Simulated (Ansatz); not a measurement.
**MgH3− (singlet): from Hartree-Fock to the top rungs at scale of all distances = 1.493, 6-31++G****

One table from this session's results is given with a row withheld; the runs are named, their logs left out.

The runs use Ansatz 0.2.0, Gaussian basis; 6-31++G**, core rule «outside noble gas», up to 5 orbitals frozen.

To be run: UHF; CCSD(T) on RHF; CCSD(T) on UHF; BCCD(T) on RHF; CISD; CCSDT(Q) on RHF; CCSDT(Q) on UHF; CASSCF and MRCISD+Q, 2 electrons in 2 orbitals; CASSCF and NEVPT2, 2 electrons in 2 orbitals; CASSCF and MRCISD+Q, 6 electrons in 7 orbitals; CASSCF and NEVPT2, 6 electrons in 7 orbitals; Full CI.

18 further runs of the same task are left out: 8 for a known fault of the program, 9 that didn't finish, 1 set aside as unsound or not needed. Runs told in other sessions of the task aren't counted.

## What is computed

The geometry derives from a PBE0/def2-TZVPD stationary point (not a proven minimum). All distances are scaled together.

4 atoms, charge -1, spin multiplicity 1.

Atoms are counted from 1 here; the program's logs count them from 0.

No contacts short enough for the rule that draws bonds.

As a file:

```xyz
4
H3Mg
Mg    0.00000    0.00000    0.00000
H     2.70128    0.02131    0.00941
H    -1.36908    2.32873   -0.00717
H    -1.33220   -2.35004   -0.00224
```

Set-up of the first run:

File in.yaml:

```yaml
crystal:
  periodic: [false, false, false]
  atoms:
    - {symbol: Mg, position_ang: [0.000000, 0.000000, 0.000000]}
    - {symbol: H, position_ang: [2.701278, 0.021306, 0.009406]}
    - {symbol: H, position_ang: [-1.369082, 2.328735, -0.007166]}
    - {symbol: H, position_ang: [-1.332196, -2.350041, -0.002240]}
basis:
  gaussian: {orbitals: "6-31++G**"}
total_charge: -1
magnetization: {spin_polarized: true, initial_magnetization: 0}
hamiltonian: {xc: hf}
output: {orbitals: {seedname: orbitals}}
```

Command:

```bash
$ ansatz run in.yaml --threads 1 --pin off --events-out ev --progress --plain --max-ram 2393MiB
```

Steps of the session up to this table: UHF; CCSD(T) on RHF; CCSD(T) on UHF; BCCD(T) on RHF; CISD; CCSDT(Q) on RHF; CCSDT(Q) on UHF; CASSCF and MRCISD+Q, 2 electrons in 2 orbitals; CASSCF and NEVPT2, 2 electrons in 2 orbitals; CASSCF and MRCISD+Q, 6 electrons in 7 orbitals; CASSCF and NEVPT2, 6 electrons in 7 orbitals; Full CI.

One of the session's tables, all rows but one given; the rest of the session is left out.

```
          method  from FCI (kcal/mol)
             RHF               +61.93
             UHF               +60.74
            RMP2               +21.01
            CISD                +6.00
           RCCSD                +2.02
        RCCSD(T)                +0.72
         BCCD(T)                +0.74
          RCCSDT                +0.04
       RCCSDT(Q)                 0.00
     CASSCF pair                    ?
     NEVPT2 pair               +16.76
     MRCISD pair                +3.50
   MRCISD+Q pair                -0.83
  CASSCF valence               +14.38
  NEVPT2 valence                +4.54
  MRCISD valence                +0.41
MRCISD+Q valence                +0.12
             FCI                    0
```

Q: Estimate the row for CASSCF pair from the others.

As computed: from FCI (kcal/mol): +45.71. In the column «from FCI (kcal/mol)» it lies between RMP2 (+21.01) and UHF (+60.74).

Not comparable, so not listed: CCSD(T) on UHF; CCSDT(Q) on UHF (they don't share determinant, frozen orbitals or solution with the rows shown, or repeat one).

Limits of these values: MRCISD+Q pair falls below full CI: the +Q correction isn't variational, and the cores differ from full CI's.
